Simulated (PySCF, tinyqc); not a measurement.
RHF in the sto-6g basis, for LiH, spin multiplicity 1, step by step. The lowest restricted solution is unstable here: a spin-polarised one lies 0.0374 hartree lower (PySCF). One step of it, computed by the program tinyqc.

Problem. Iteration 2: DIIS coefficients. Solve [B -1; -1 0][c; lambda] = [0; -1] for the coefficients, which sum to one.

B (overlaps of the stored error matrices):
```
,1,2
1,2.2543160e-02,4.6125602e-03
2,4.6125602e-03,3.4120026e-03
```

Give: DIIS coefficients.

Solution.

DIIS coefficients: -0.0718  1.0718
